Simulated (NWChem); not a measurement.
# Polarisability of NO (+1)

```xyz
2

N      0.0000     0.0000     0.5653
O      0.0000     0.0000    -0.4946
```
Charge +1, spin multiplicity 1.

Program: NWChem. Structure: optimised with PBE0/def2-SVP, a minimum by its harmonic frequencies.

Basis set: Sadlej pVTZ. The field's frequency is 0.0428 Ha (1065 nm).

The correlated methods keep 2 core orbitals frozen. B3LYP has NWChem's definition, with VWN1-RPA local correlation. The structure started from a generated list of species. No row is a measurement; the coupled-cluster row has its own basis-set and correlation limits.

For the isotropic polarisability, PBE gives 6.84 bohr³ and HF gives 6.75 bohr³. What do B3LYP, CCSD linear response give?

B3LYP: 6.80 bohr³; CCSD linear response: 6.79 bohr³.
